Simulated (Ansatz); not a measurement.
Reaction (hydrogenolysis of a C–C bond): `CC1(N)CO1` + H₂ → `NC1CO1` + CH₄

Program: Ansatz. Geometries: PBE0-D4/def2-TZVP. ΔE: electronic, gas phase. CBS: MP2 limit from def2 TZ/QZ plus the TZ coupled-cluster correction, frozen cores. This one scheme is used for every species. DFT in def2-TZVPP. B3LYP here is the variant with VWN-RPA as its local correlation; programs differ in this. HSE06 is defined as in plane-wave codes. Each species was taken in one conformer, which may not be the lowest.

| level | ΔE (kcal/mol) | difference from CCSD(T)/CBS |
| --- | --- | --- |
| LDA (SPW92) | -9.8 | 1.3 |
| PBE-D4 | -11.5 | -0.4 |
| revPBE-D4 | -10.1 | 1.0 |
| BLYP-D4 | -11.8 | -0.7 |
| r2SCAN-D4 | -11.4 | -0.3 |
| B97M-V | -12.6 | -1.5 |
| PBE0-D4 | -11.9 | -0.8 |
| B3LYP-D4 | -12.4 | -1.3 |
| r2SCANh-D4 | -11.6 | -0.5 |
| r2SCAN0-D4 | -11.8 | -0.7 |
| HSE06-D4 | -12.0 | -0.9 |
| BHLYP-D4 | -13.0 | -1.9 |
| CAM-B3LYP-D4 | -12.4 | -1.3 |
| ωB97M-V | -11.4 | -0.3 |
| PBE-QIDH | -11.9 | -0.8 |
| PBE | -12.9 | -1.8 |
| revPBE | -14.2 | -3.1 |
| BLYP | -14.9 | -3.8 |
| r2SCAN | -11.8 | -0.7 |
| PBE0 | -13.1 | -2.0 |
| B3LYP | -14.7 | -3.6 |
| r2SCANh | -12.0 | -0.9 |
| r2SCAN0 | -12.3 | -1.2 |
| HSE06 | -13.1 | -2.0 |
| BHLYP | -14.6 | -3.5 |
| LC-ωPBE | -12.8 | -1.7 |
| HF/def2-SVP | -16.0 | -4.9 |
| MP2/def2-SVP | -9.7 | 1.4 |
| CCSD/def2-SVP | -11.5 | -0.4 |
| CCSD(T)/def2-SVP | -10.6 | 0.5 |
| HF/def2-TZVPP | -16.2 | -5.1 |
| MP2/def2-TZVPP | -10.3 | 0.8 |
| SCS-MP2/def2-TZVPP | -11.5 | -0.4 |
| CCSD/def2-TZVPP | -12.3 | -1.2 |
| CCSD(T)/def2-TZVPP | -11.3 | -0.2 |
| HF/def2-QZVPP | -16.1 | -5.0 |
| SCS-MP2/def2-QZVPP | -11.3 | -0.2 |
| HF/CBS(def2) | -16.1 | -5.0 |
| MP2/CBS(def2) | -10.1 | 1.0 |
| CCSD/CBS(def2) | -12.1 | -1.0 |
| CCSD(T)/CBS | -11.1 | 0 |

Largest T1 diagnostic among the species: 0.011.

In def2-TZVPP, CCSD(T) changes the Hartree–Fock value by +4.8 kcal/mol (the triples alone add +1.0 kcal/mol) and MP2 by +5.8 kcal/mol. The D4 term adds +2.3 kcal/mol with B3LYP and +1.2 kcal/mol with PBE0; it sums over pairs of atoms, weighted by their polarisabilities, and B3LYP, whose exchange is more repulsive, gets the larger term. Leaving LDA and LC-ωPBE aside and taking each functional with its dispersion term where it has one, the values, not all of them listed here, spread over 3.0 kcal/mol, from B2PLYP to revPBE-D4. LDA lies +3.1 kcal/mol from PBE without D4.

CCSD(T)/CBS has its own doubt, a few kJ/mol and more with outer-core shells, so smaller differences from it don't rank the levels.
